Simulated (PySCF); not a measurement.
# LiH: magnetic properties

The task here is to estimate one member of a computed series from the others.

Programs: PySCF 2.14.0, with routines of our own; each step states its level. All values are computed. Atoms count from 0.

### The system as given

2 atoms, charge 0, multiplicity 1; geometry from: GFN2-xTB.

The first run:

The job: settings as JSON, then the geometry in Å.

```
{"job": {"xc": "PBE0", "basis": "def2-SVP", "d3": "d3bj", "grid": 1, "kind": "geom"}, "charge": 0, "multiplicity": 1}
Li     0.688543    -0.002368    -0.003470
H     -0.685786     0.003637    -0.010679
```

On the command line:

```
OMP_NUM_THREADS=1 python excited_run.py task.json out
```

This one command runs all jobs of the session in turn.

Steps of the session up to this table: Relaxing the molecule at PBE0-D3(BJ)/def2-SVP; Magnetic properties: GIAO HF/aug-pcSseg-2; Magnetic properties: GIAO LDA/aug-pcSseg-2; Magnetic properties: GIAO PBE/aug-pcSseg-2; Magnetic properties: GIAO BLYP/aug-pcSseg-2; Magnetic properties: GIAO BP86/aug-pcSseg-2; Magnetic properties: GIAO OPBE/aug-pcSseg-2; Magnetic properties: GIAO OLYP/aug-pcSseg-2; Magnetic properties: GIAO KT1/aug-pcSseg-2; Magnetic properties: GIAO KT2/aug-pcSseg-2; Magnetic properties: GIAO KT3/aug-pcSseg-2; Magnetic properties: GIAO B97-D/aug-pcSseg-2; Magnetic properties: GIAO HCTH407/aug-pcSseg-2.

One table of the session follows, with a row left open; its other results are not shown here.

It belongs to the step «Magnetic properties side by side». 

```
                    level  gap (eV)
     GIAO HF/aug-pcSseg-2      8.05
    GIAO LDA/aug-pcSseg-2      2.88
    GIAO PBE/aug-pcSseg-2      2.76
   GIAO BLYP/aug-pcSseg-2      2.63
   GIAO BP86/aug-pcSseg-2      3.07
   GIAO OPBE/aug-pcSseg-2      2.56
   GIAO OLYP/aug-pcSseg-2      2.25
    GIAO KT1/aug-pcSseg-2         ?
    GIAO KT2/aug-pcSseg-2      2.94
    GIAO KT3/aug-pcSseg-2      2.55
  GIAO B97-D/aug-pcSseg-2      2.80
GIAO HCTH407/aug-pcSseg-2      2.51
```

Estimate the missing values for GIAO KT1/aug-pcSseg-2.

**Answer.** gap (eV): 2.91. In the column «gap (eV)» it lies between GIAO LDA/aug-pcSseg-2 (2.88) and GIAO KT2/aug-pcSseg-2 (2.94).

Limits of these values: Vibrational averaging and real surroundings are missing from these values.
